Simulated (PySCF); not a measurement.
Input for PySCF: R-B3LYP/3-21G on H2O (SMILES O).

```python
from pyscf import gto, scf, dft, mp
from pyscf.data.elements import chemcore

mol = gto.M(
    atom='''
    O     0.00000000    0.00000000   -0.06555155
    H     0.00000000   -0.75670946    0.52017534
    H     0.00000000    0.75670946    0.52017534
    ''',
    basis='3-21g',
    charge=0, spin=0, verbose=3, max_memory=1800)
mf = dft.RKS(mol, xc='b3lyp')
mf.conv_tol = 1e-8
mf.max_cycle = 100
mf.kernel()
if not mf.converged:
    mf = mf.newton().run(mf.mo_coeff, mf.mo_occ)
```

Predict the final total energy.

-75.9714 hartree.
